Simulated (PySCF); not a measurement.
Four-centre ligand exchange

Start structure (CH$_{7}$BO, closed shell), relaxed at PBE0-D4/def2-TZVP:

| atom | x (Å) | y (Å) | z (Å) |
| --- | --- | --- | --- |
| B1 | -0.4976 | 0.1476 | -1.2454 |
| O2 | 0.6396 | -0.1757 | -0.6161 |
| C3 | 0.6784 | -1.1246 | 0.4307 |
| H4 | -0.4217 | 0.9694 | -2.1116 |
| H5 | -1.5332 | -0.3805 | -0.9342 |
| H6 | -0.2250 | 2.1782 | 1.0533 |
| H7 | -0.8680 | 2.3859 | 1.3706 |
| H8 | 1.3689 | -1.9241 | 0.1566 |
| H9 | 1.0471 | -0.6372 | 1.3355 |
| H10 | -0.3125 | -1.5454 | 0.6214 |

The step: CH₅BO ([BH2][O][CH3]) + H₂ → CH₄O ([CH3][OH]) + BH₃ (still joined by a long B–O bond); bonds formed: B1–H7, O2–H6; bonds broken: H6–H7; bonds weakened to dative contacts: B1–O2. Computed with PySCF 2.14 with density fitting (its default auxiliary sets; JK sets also for MP2 and CCSD(T)) (basis: def2-TZVPP and def2-QZVPP); correlated methods freeze the cores. Extrapolation: Hartree–Fock as exp(−7.88 √X), correlation as X^−2.97. Energies below are by CCSD(T) at an estimated basis limit (MP2 extrapolated from triple and quadruple zeta, plus CCSD(T) − MP2 in triple zeta).

(1) What are the electronic barrier and the energy of the step, from the start structure to the end structure? (Judge from chemistry; the value comes from the calculation.)

The T1 diagnostic stays at or below 0.014. The start structure is not quite a true minimum (one mode of 32i cm⁻¹).

Answers

(1) Computed: Barrier 1.703 eV; step energy 0.568 eV (uphill); reverse barrier, their difference, 1.135 eV. Barrier and step energy count from the start structure, the reverse barrier from the end structure.

The saddle point: One imaginary mode of 1332i cm⁻¹.
| pair | start (Å) | saddle (Å) | end (Å) |
| --- | --- | --- | --- |
| B1–H7 | 3.46 | 1.34 | 1.21 |
| O2–H6 | 3.01 | 1.27 | 0.96 |
| B1–O2 | 1.34 | 1.56 | 1.64 |
| H6–H7 | 0.75 | 1.02 | 2.39 |

Zero-point energy (harmonic, PBE0-D4): ZPE is 2.035 eV at the start and 2.169 eV at the saddle, so the barrier goes from 1.703 to 1.836 eV.

Labels in which every atom is bracketed show which atoms are joined, not bond orders.

For scale, one of the runs: CCSD(T)/def2-TZVPP, 191 basis functions, launched by `OMP_NUM_THREADS=4 python run.py`. Hardware: 4 CPU threads of a Oxide Virtual Turin-like, shared host. Wall time 3 min; peak host memory 2 GiB.
